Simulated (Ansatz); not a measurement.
# C3H6FN: up Jacob's ladder to CCSD(T)

Aim: compute C3H6FN with functionals from several rungs and with coupled cluster. The yardstick is the atomisation energy at the CCSD(T) limit.

The runs use Ansatz 0.2.0, Gaussian basis; functionals in def2-TZVPP, the program's frozen cores in correlated methods.

Plan: PBE-D4, r2SCAN-D4, PBE0-D4, B3LYP-D4, ωB97X-V, ωB97M-V, B2PLYP; CCSD(T)/def2-TZVPP; MP2/def2-QZVPP; extrapolation to the limit.

### 1 Structure used throughout

The geometry comes from an earlier relaxation with PBE0-D4/def2-TZVP; it is a stationary point, not always the lowest conformer.

11 atoms, charge 0, spin multiplicity 1.

Atoms are counted from 1 here; the program's logs count them from 0.

Bond lengths: N1–C2 1.396 Å, N1–H6 1.012 Å, N1–H7 1.012 Å, C2–F3 1.390 Å, C2–C4 1.481 Å, C2–C5 1.481 Å, C4–C5 1.519 Å, C4–H8 1.082 Å, C4–H9 1.082 Å, C5–H10 1.082 Å, C5–H11 1.082 Å. Angles: C2–N1–H6 112.0°, C2–N1–H7 112.0°, H6–N1–H7 109.5°, N1–C2–F3 114.8°, N1–C2–C4 120.5°, N1–C2–C5 120.5°, F3–C2–C4 114.6°, F3–C2–C5 114.6°, C4–C2–C5 61.7°, C2–C4–C5 59.1°, C2–C4–H8 117.7°, C2–C4–H9 116.9°, C5–C4–H8 118.1°, C5–C4–H9 116.9°, H8–C4–H9 116.1°, C2–C5–C4 59.1°, C2–C5–H10 116.9°, C2–C5–H11 117.7° and more.

### 2 PBE-D4 (GGA)

in.yaml

```yaml
crystal:
  periodic: [false, false, false]
  atoms:
    - {symbol: N, position_ang: [-0.599705, 1.398564, 0.155882]}
    - {symbol: C, position_ang: [-0.072476, 0.134084, 0.423879]}
    - {symbol: F, position_ang: [0.005484, -0.191395, 1.772599]}
    - {symbol: C, position_ang: [-0.371290, -1.008555, -0.469572]}
    - {symbol: C, position_ang: [1.024805, -0.413133, -0.406602]}
    - {symbol: H, position_ang: [-0.033449, 2.137126, 0.552544]}
    - {symbol: H, position_ang: [-1.552375, 1.489289, 0.483984]}
    - {symbol: H, position_ang: [-0.969001, -0.815461, -1.350392]}
    - {symbol: H, position_ang: [-0.513176, -1.973136, -0.000056]}
    - {symbol: H, position_ang: [1.781775, -0.994356, 0.103467]}
    - {symbol: H, position_ang: [1.364804, 0.179872, -1.245132]}
basis:
  gaussian: {orbitals: def2-TZVPP}
hamiltonian: {xc: pbe, dispersion: d4}
output: {forces: true, orbitals: {seedname: orbitals}}
```

Started as:

```
$ ansatz run in.yaml --threads 4 --pin off --events-out ev --progress --plain --max-ram 10444MiB
```

Further steps of the session: r2SCAN-D4 (meta-GGA); PBE0-D4 (hybrid); B3LYP-D4 (hybrid); ωB97X-V (range-separated); ωB97M-V (range-separated); B2PLYP (double hybrid); CCSD(T) in def2-TZVPP; MP2 in def2-QZVPP.

**Question.** What will the summary of the whole plan be? Wanted: atomisation energy, CCSD(T)/CBS; farthest; mean size of error, hybrid; mean size of error, range-separated; gap, smallest and largest; T1 diagnostic; triples share of the correlation energy.

The runs gave:

| quantity | value |
| --- | --- |
| atomisation energy, CCSD(T)/CBS | 4332.5 kJ/mol |
| functionals within 21.7 kJ/mol (0.5 %) | r2SCAN-D4, B3LYP-D4 |
| farthest | PBE-D4 (+152.8 kJ/mol) |
| mean size of error, hybrid | 34.0 kJ/mol |
| mean size of error, range-separated | 31.8 kJ/mol |
| gap, smallest and largest | 6.80 eV (PBE-D4), 13.58 eV (ωB97X-V) |
| T1 diagnostic | 0.0099 |
| triples share of the correlation energy | 3.7 % |

What this shows: PBE-D4 is off by +152.8 kJ/mol, about 13.9 kJ/mol a bond. Double hybrids carry the basis error of their MP2 part in triple zeta, and no dispersion term here, so their miss is partly the set-up's. Misses under about 21.7 kJ/mol are within the doubt on the reference itself, which lacks core-valence correlation, relativity and higher excitations. Hartree-Fock recovers 71 % of the binding; the rest is correlation. The gap grows from 6.8 to 13.6 eV across the functionals, mostly with the share of exact exchange.
